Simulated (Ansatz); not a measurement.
Two isomers of C3H3NO: A = `C=C1OC1=N`, B = `C=C1N=C1O`.

Program: Ansatz. Geometries: PBE0-D4/def2-TZVP. ΔE: electronic, gas phase. CBS: MP2 limit from def2 TZ/QZ plus the TZ coupled-cluster correction, frozen cores. DFT in def2-TZVPP. One conformer a species, not always the lowest.

Q: Which isomer does CCSD(T)/CBS put lower? Give the gap. (Estimate.)

A: The calculation gave: A, by 1.4 kcal/mol.

Q: Give E(B) − E(A) in kcal/mol with CCSD/def2-TZVPP, LDA (SPW92), PBE-D4, HF/def2-TZVPP, MP2/def2-TZVPP, B2PLYP, ωB97M-V. (An estimate is asked.)

A: Ansatz gave: CCSD/def2-TZVPP 1.2, LDA (SPW92) 3.1, PBE-D4 3.9, HF/def2-TZVPP -2.2, MP2/def2-TZVPP 0.9, B2PLYP 2.4, ωB97M-V 1.6. The order is the other way round with HF/def2-TZVPP.

Q: Does the order hold for the free energy at 298.15 K (harmonic terms from PBE0-D4)? (Estimate.)

A: The calculation gave: Yes: G(B) − G(A) = +1.6 kcal/mol, for one conformer each.

Largest T1 diagnostic: 0.016.

At CCSD(T), def2-SVP lies −1.3 kcal/mol from the extrapolated value and def2-TZVPP +0.4 kcal/mol. Leaving LDA and LC-ωPBE aside and taking each functional with its dispersion term where it has one, the values, not all of them listed here, spread over 4.4 kcal/mol, from PBE-QIDH to BLYP-D4. LDA lies −0.8 kcal/mol from PBE without D4.
